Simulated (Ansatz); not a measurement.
1T (CdI2-type) PtSe2 was calculated with PBEsol in Ansatz (plane waves, PAW).

Run with plane-wave cutoff 520 eV, 12×12×8 k mesh (along the axes of the cell as run), Fermi–Dirac smearing 0.01 eV, scalar-relativistic PAW data made under PBE.

Starting structure:

```yaml
crystal:
  lattice:
    - [3.73000, 0.00000, 0.00000]
    - [-1.86500, 3.23027, 0.00000]
    - [0.00000, 0.00000, 5.08000]
  atoms:
    - { symbol: Pt, position: [0.00000, 0.00000, 0.00000] }
    - { symbol: Se, position: [0.33333, 0.66667, 0.25500] }
    - { symbol: Se, position: [0.66667, 0.33333, 0.74500] }
```

Q: Into what structure does the relaxation of cell and atoms lead at this level, with the symmetry of the start kept?

A: The volume shrinks by 2.8 %; final space group P-3m1.
```yaml
crystal:
  lattice:
    - [3.76046, 0.00000, 0.00000]
    - [-1.88023, 3.25665, 0.00000]
    - [0.00000, 0.00000, 4.85863]
  atoms:
    - { symbol: Pt, position: [0.00000, 0.00000, 0.00000] }
    - { symbol: Se, position: [0.33333, 0.66667, 0.26095] }
    - { symbol: Se, position: [0.66667, 0.33333, 0.73905] }
```

Note: the solid has no gap at this level, which affects its response; the cell comes from a level without a dispersion term, which matters for the spacing of layers, chains or molecules.

Ansatz is a quantum-chemistry and plane-wave program.
